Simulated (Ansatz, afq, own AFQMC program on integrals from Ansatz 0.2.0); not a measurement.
**Where AFQMC and coupled cluster stand for H₂O, singlet**

```xyz
3

O     0.0000   -0.0653    0.0000
H     0.0000    0.5184   -0.7615
H     0.0000    0.5184    0.7615
```

Basis cc-pVTZ. Only valence electrons are correlated. Integrals, coupled cluster, full CI and functionals: Ansatz 0.2.0; the random walks run on the same integrals in our own AFQMC program. The CISD trial takes its coefficients from CCSD amplitudes. Released means that phaseless walkers are propagated on without the constraint, phases kept. Uncertainties: one standard error, sampling alone.

Determinant: RHF, the one that the program's search chose, which needn't be the lowest solution. The geometry is a PBE0/def2-TZVP stationary point of this or a neighbouring charge and spin state.

No full CI on the walks' own integrals is used here; CCSDT(Q) serves as the reference and is uncertain by about the last step of the cluster series.

The T1 diagnostic is 0.0065. The weight of the determinant in the CISD state is 0.939. The size of the correlated space is 8 electrons in 57 orbitals.

Reference: CCSDT(Q), correlation energy -7.499 eV. The released energy is read at 2.40 1/Eh (meV from the phaseless value at times in 1/Eh: 0 ± 13 at 0.24, 14 ± 10 at 0.51, 16 ± 9 at 0.99, 22 ± 10 at 1.62, 21 ± 16 at 2.40).

| level | E − E(reference) (meV) | share of correlation (%) |
| --- | --- | --- |
| HF | 7498.8 | 0.00 |
| MP2 | 380.9 | 94.92 |
| CCSD | 220.1 | 97.06 |
| CCSD(T) | 11.8 | 99.84 |
| CCSDT | 9.7 | 99.87 |
| ph-AFQMC/HF | -20.5 ± 54.3 | 100.27 |
| ph-AFQMC/CISD | -16.1 ± 13.6 | 100.21 |
| released AFQMC | 5.3 ± 16.3 | 99.93 |

A walk keeps the symmetry of its determinant, which the program's search chose and which needn't be the lowest solution, so a lower state of the same spin and another symmetry isn't excluded. Released energies are given only where the last usable release times agree within the noise; a slower fall can still hide under it.
